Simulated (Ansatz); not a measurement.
Isolated molecules relaxed with PBE0-D4/def2-TZVP in Ansatz; ΔE leaves out vibrations. CBS: def2 TZ/QZ extrapolation, frozen cores. DFT in def2-TZVPP. B3LYP here is the variant with VWN-RPA as its local correlation; programs differ in this. Each species was taken in one conformer, which may not be the lowest.

Reaction (formal hydrolysis of the Si–F bond): `N[Si]F` + H₂O → `N[Si]O` + H–F

`N[Si]F`:

```xyz
5

N    -0.479   -0.333    0.122
Si    0.362    1.127    0.360
F     1.645    0.823   -0.585
H    -0.164   -1.095   -0.464
H    -1.363   -0.522    0.567
```

H₂O:

Cartesian coordinates in Å:
```
O 0.217 -0.104 0.306
H -0.539 0.487 0.300
H 0.322 -0.383 -0.606
```

`N[Si]O`:

Z-matrix (Å, degrees):
```
N
Si 1 1.716
H 1 1.010 2 128.3
H 1 1.009 2 120.1 3 180.0
O 2 1.656 1 102.6 3 0.0
H 5 0.961 2 121.6 1 -0.0
```

H–F:

```xyz
2

F     0.346   -0.303   -0.002
H    -0.346    0.303    0.002
```

(1) Is it downhill or uphill in electronic energy at CCSD(T)/CBS, and by how much? (Estimate.)

(2) What do these levels give: LDA (SPW92), revPBE-D4, BLYP-D4, PBE0-D4, B3LYP-D4, r2SCAN0-D4, PBE-QIDH, r2SCAN, CAM-B3LYP, CCSD(T)/def2-SVP, MP2/def2-TZVPP, HF/def2-QZVPP? (Best estimate.)

Largest T1 diagnostic among the species: 0.014.

Answers

(1) Ansatz gave: Uphill: ΔE = +0.48 eV.

(2) Computed: LDA (SPW92) 0.44, revPBE-D4 0.44, BLYP-D4 0.49, PBE0-D4 0.46, B3LYP-D4 0.49, r2SCAN0-D4 0.48, PBE-QIDH 0.46, r2SCAN 0.50, CAM-B3LYP 0.53, CCSD(T)/def2-SVP 0.50, MP2/def2-TZVPP 0.44, HF/def2-QZVPP 0.55 eV.

In def2-TZVPP, CCSD(T) changes the Hartree–Fock value by −0.07 eV (the triples alone add −0.01 eV) and MP2 by −0.10 eV. Leaving LDA and LC-ωPBE aside and taking each functional with its dispersion term where it has one, the values, not all of them listed here, spread over 0.08 eV, from revPBE-D4 to B97M-V. LDA lies −0.04 eV from PBE without D4.
